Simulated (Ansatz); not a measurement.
Results of LDA (plane waves, PAW; Ansatz, a program for electronic structure) for Cs2AgBiBr6 (Fm-3m, No. 225).

Settings: plane-wave cutoff 520 eV, 6×6×6 k mesh, Fermi–Dirac smearing 0.01 eV, no spin polarisation, scalar-relativistic PAW data made under PBE.

Cell (relaxed at this level):

```cif
data_AgBiBr6Cs2
_chemical_formula_sum 'Cs2 Ag1 Bi1 Br6'
_space_group_name_H-M_alt 'P 1'
_space_group_IT_number 1
_cell_length_a 7.77518
_cell_length_b 7.77518
_cell_length_c 7.77518
_cell_angle_alpha 60.000
_cell_angle_beta 60.000
_cell_angle_gamma 60.000
loop_
_space_group_symop_operation_xyz
  'x, y, z'
loop_
_atom_site_label
_atom_site_type_symbol
_atom_site_fract_x
_atom_site_fract_y
_atom_site_fract_z
_atom_site_occupancy
Cs1 Cs 0.75000 0.75000 0.75000 1
Cs2 Cs 0.25000 0.25000 0.25000 1
Ag1 Ag 0.50000 0.50000 0.50000 1
Bi1 Bi 0.00000 0.00000 0.00000 1
Br1 Br 0.74451 0.25549 0.25549 1
Br2 Br 0.25549 0.74451 0.74451 1
Br3 Br 0.25549 0.74451 0.25549 1
Br4 Br 0.74451 0.25549 0.74451 1
Br5 Br 0.25549 0.25549 0.74451 1
Br6 Br 0.74451 0.74451 0.25549 1
```

Problem. Give the computed band gap, smallest direct gap on the k points sampled and direct gap at Γ.

Solution. 
- band gap = 0.95 eV
- smallest direct gap on the k points sampled = 2.20 eV
- direct gap at Γ = 2.56 eV

Note: the volume lies 6 % below that of the published cell.

Spin–orbit coupling is not included; with these elements it can move the gap by several tenths of an eV or more.

The computed numbers hold no vibrational or temperature effects.
